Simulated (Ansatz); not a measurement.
# CH₃+ (triplet): the correlation ladder at distance C1–H3 = 2.041 Å, cc-pVDZ

How much of the correlation energy of CH₃+ (triplet) does each wave-function method recover here?

The runs use Ansatz 0.2.0, Gaussian basis; cc-pVDZ, core rule «outside noble gas», up to 1 orbitals frozen.

The runs, in order: UHF; CCSD(T) on ROHF; CCSD(T) on UHF; BCCD(T) on ROHF; CISD; CCSDT(Q) on ROHF; CCSDT(Q) on UHF; CASSCF and MRCISD+Q, 4 electrons in 4 orbitals; CASSCF and NEVPT2, 4 electrons in 4 orbitals; CASSCF and MRCISD+Q, 6 electrons in 7 orbitals; CASSCF and NEVPT2, 6 electrons in 7 orbitals; Full CI.

14 further runs of the same task are left out: 11 that didn't finish, 3 set aside as unsound or not needed.

## (1) The system

The geometry derives from a PBE0/def2-TZVP stationary point (not a proven minimum). One bond is set to the value named and the two fragments are kept rigid.

4 atoms, charge 1, spin multiplicity 3.

Atoms are counted from 1 here; the program's logs count them from 0.

Bond lengths: C1–H2 1.170 Å, C1–H4 1.170 Å. Angles: H2–C1–H4 71.5°.

## (2) UHF

The input, in.yaml:

```yaml
crystal:
  periodic: [false, false, false]
  atoms:
    - {symbol: C, position_ang: [0.000000, 0.000000, -0.009448]}
    - {symbol: H, position_ang: [0.000000, 0.683459, -0.959483]}
    - {symbol: H, position_ang: [0.000000, 0.000000, 2.031552]}
    - {symbol: H, position_ang: [0.000000, -0.683459, -0.959483]}
basis:
  gaussian: {orbitals: cc-pVDZ}
total_charge: 1
magnetization: {spin_polarized: true, initial_magnetization: 2}
hamiltonian: {xc: hf}
output: {orbitals: {seedname: orbitals}}
```

Command:

```
ansatz run in.yaml --threads 1 --pin off --events-out ev --progress --plain --max-ram 2393MiB
```

The runs that follow: CCSD(T) on ROHF; CCSD(T) on UHF; BCCD(T) on ROHF; CISD; CCSDT(Q) on ROHF; CCSDT(Q) on UHF; CASSCF and MRCISD+Q, 4 electrons in 4 orbitals; CASSCF and NEVPT2, 4 electrons in 4 orbitals; CASSCF and MRCISD+Q, 6 electrons in 7 orbitals; CASSCF and NEVPT2, 6 electrons in 7 orbitals; Full CI.

**Question.** What will the summary of the whole plan be? Wanted: FCI below the RHF energy; RMP2 from FCI; UMP2 from FCI; RCCSD from FCI; RCCSD(T) from FCI; UCCSD(T) from FCI; RCCSDT(Q) from FCI; UCCSDT(Q) from FCI; NEVPT2 pair from FCI.

**Answer**, as computed:

| quantity | value |
| --- | --- |
| FCI below the RHF energy | -4.0656 eV |
| RMP2 from FCI | +26.21 kcal/mol |
| UMP2 from FCI | +23.38 kcal/mol |
| RCCSD from FCI | +3.90 kcal/mol |
| RCCSD(T) from FCI | +0.93 kcal/mol |
| UCCSD(T) from FCI | +1.17 kcal/mol |
| RCCSDT(Q) from FCI | +0.02 kcal/mol |
| UCCSDT(Q) from FCI | 0.00 kcal/mol |
| NEVPT2 pair from FCI | +13.76 kcal/mol |
| MRCISD+Q pair from FCI | +0.99 kcal/mol |
| NEVPT2 valence from FCI | +9.36 kcal/mol |
| levels within 1 kcal/mol (43 meV) | RCCSD(T), BCCD(T), RCCSDT, UCCSDT, RCCSDT(Q), UCCSDT(Q), MRCISD+Q pair, MRCISD+Q valence |
| T1 diagnostic | 0.075 |
| effectively unpaired electrons | 2.30 |

In words: RCCSD(T) lands +0.93 kcal/mol from the yardstick (1.0 % of the correlation energy). The occupations show some static correlation. Of the multireference levels listed MRCISD+Q valence comes nearest in total energy (+0.70 kcal/mol), which doesn't show that its space is the better one. Coupled cluster took another determinant than the lowest Hartree-Fock one. These misses are within one basis, not against nature; the frozen cores of restricted and unrestricted runs differ, which can shift their rows.
